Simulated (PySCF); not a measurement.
Species: cyanoformaldehyde, C₂HNO.
Bonds: N1–C2 (triple), C2–C3, C3–O4 (double). Hydrogens: H5 on C3.

Computed by this run: PySCF, PBE/6-31+G* geometry optimisation, gas phase; density fitting, grid level 1; the optimiser is geomeTRIC in internal coordinates, started from a GFN2-xTB structure.

Step 0: E = -5619.3663 eV
```
atom  x, y, z in Å  |  force x, y, z in eV/Å
N1      1.8609   -0.1490    0.5863    3.671  -0.565   1.041
C2      0.7715    0.0098    0.2742   -2.756   0.743  -0.695
C3     -0.6071    0.1574   -0.1386    0.344  -1.818  -0.407
O4     -1.2476    1.1646   -0.0655   -0.996   1.864   0.211
H5     -1.0139   -0.7918   -0.5416   -0.263  -0.224  -0.151
```

Step 1: E = -5619.4706 eV
```
atom  x, y, z in Å  |  force x, y, z in eV/Å
N1      1.9001   -0.1360    0.6038    0.249   0.014   0.080
C2      0.7830    0.0161    0.2784   -0.186  -0.092  -0.086
C3     -0.6172    0.1330   -0.1490   -0.074   0.202   0.023
O4     -1.2421    1.1786   -0.0593    0.012  -0.050   0.005
H5     -1.0601   -0.8008   -0.5591   -0.001  -0.075  -0.023
```

Step 2: E = -5619.4712 eV
```
atom  x, y, z in Å  |  force x, y, z in eV/Å
N1      1.9031   -0.1386    0.6051    0.042   0.017   0.015
C2      0.7846    0.0120    0.2770   -0.024   0.015  -0.020
C3     -0.6166    0.1391   -0.1501   -0.128   0.007   0.004
O4     -1.2504    1.1788   -0.0606    0.098  -0.024   0.023
H5     -1.0570   -0.8003   -0.5565    0.012  -0.015  -0.021
```

Question: Estimate the geometry and energy of step 3. (The exact step hangs on the optimiser's Hessian estimate; all steps are aligned on step 2, rigid shifts and turns removed.)

Answer: E = -5619.4717 eV, largest force 0.181 eV/Å
```
atom  x, y, z in Å  |  force x, y, z in eV/Å
N1      1.9042   -0.1296    0.6066   -0.168   0.042  -0.050
C2      0.7826    0.0081    0.2763    0.158  -0.059   0.047
C3     -0.6213    0.1345   -0.1485    0.032  -0.024  -0.035
O4     -1.2393    1.1825   -0.0579   -0.021  -0.025   0.012
H5     -1.0625   -0.8045   -0.5616   -0.001   0.065   0.027
```

The energy changes by -0.0005 eV. The first-order estimate −F·Δx gives -0.0020 eV and the mean of the old and new forces, exact on a quadratic surface, -0.0006 eV. The step makes an angle of 55° with the force vector and moves no atom by more than 0.012 Å.

The cost below is that of the whole optimisation. On an Arm Neoverse V1 with one thread, no GPU, shared host with 32 logical CPUs at a one-minute load of 45, this took 19 s and 0.32 GiB of memory at its peak.
